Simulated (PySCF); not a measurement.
Simulated Cl 2p region for aluminum monochloride (`[Al][Cl]`) [singlet], binding energy against the vacuum level.

Every computed line was given a Gaussian of 0.6 eV full width at half maximum and an area set by the number of equivalent atoms (split 2:1 within a doublet); the highest printed point is 100. Level of theory: delta-SCF UKS SCAN, pcX-2 on the ionised atom, pcseg-1 elsewhere, spin-free X2C in PySCF 2.14.0.

```tsv
binding energy (eV)	intensity
204.6	1
204.7	2
204.8	6
204.9	13
205.0	27
205.1	47
205.2	71
205.3	91
205.4	100
205.5	94
205.6	76
205.7	53
205.8	31
205.9	16
206.0	7
206.1	3
206.2	1
206.3	1
206.4	2
206.5	4
206.6	9
206.7	18
206.8	29
206.9	40
207.0	48
207.1	50
207.2	44
207.3	33
207.4	21
207.5	12
207.6	6
207.7	2
207.8	1
207.9	0
```

Task: How many maxima does the curve show, and how many computed lines lie under it?

Result: The curve has 2 maxima (at 205.4 and 207.1 eV). Under it lie 2 lines from 1 inequivalent chlorine site, drawn as a 2p3/2, 2p1/2 pair.

Task: Decompose the envelope and assign each component. Numbering: `[Al:1][Cl:2]`.

Result: 
| position (eV) | relative area | line | atoms | environment |
| --- | --- | --- | --- | --- |
| 205.41 | 0.67 | Cl 2p3/2 | Cl2 | chlorine bonded to Al |
| 207.07 | 0.33 | Cl 2p1/2 | Cl2 | chlorine bonded to Al |

Task: What are the centre and the root-mean-square width of the whole band?

Result: The area-weighted mean of the lines is 205.96 eV. Their own spread about it is 0.78 eV (rms) and each Gaussian has σ = 0.6/2.355 = 0.25 eV; the variances add, which gives 0.82 eV.

The curve has no shake-up lines and no vibrational structure. Spin–orbit coupling isn't in the SCF: each 2p doublet comes from a relaxed spin-free hole plus a matrix of the shell (mean-field spin–orbit coupling and the ground-state 2p splitting), with 2p3/2 averaged over its two sublevels. 2p1/2 minus 2p3/2 (ligand field included): Cl 1.65 eV. Geometry: PBE0-D3(BJ)/def2-SVP; no solvent, vibrations or thermal averaging.
